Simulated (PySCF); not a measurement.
**Aluminium: a sound run and one with changed settings**

Sound run: Al [Ne] 3s2 3p1, Al⁺ [Ne] 3s2. Computed with PySCF 2.14 in def2-TZVP (5s5p2d1f, 37 functions), with no relativity, point nucleus. The sound run starts from symmetry-adapted Hartree-Fock orbitals and uses a fine grid where one is needed.

A second run was set up differently.

```
species  method  sound run (hartree)  changed run (hartree)  converged
     Al     UHF           -241.87435             -241.87435        yes
     Al  M06-2X           -242.34225             -242.45775        yes
     Al    PBE0           -242.24895             -242.24243        yes
    Al⁺     UHF           -241.66873             -241.66873        yes
    Al⁺  M06-2X           -242.13098             -242.23760        yes
    Al⁺    PBE0           -242.02539             -242.01512        yes
```

Ionisation energy of Al:

```tsv
method	sound run (eV)	changed run (eV)
UHF	5.595	5.595
M06-2X	5.749	5.991
PBE0	6.083	6.185
```

Task: What was changed?
A. radial grid too coarse
B. minimal basis
C. basis contracted for another Hamiltonian
D. a valence shell is frozen

Result: A. It used radial step 0.8 in ln r (0.13 in the sound run). A coarse radial grid mis-integrates the density and the exchange-correlation energy, with errors of either sign; Hartree-Fock needs no grid.
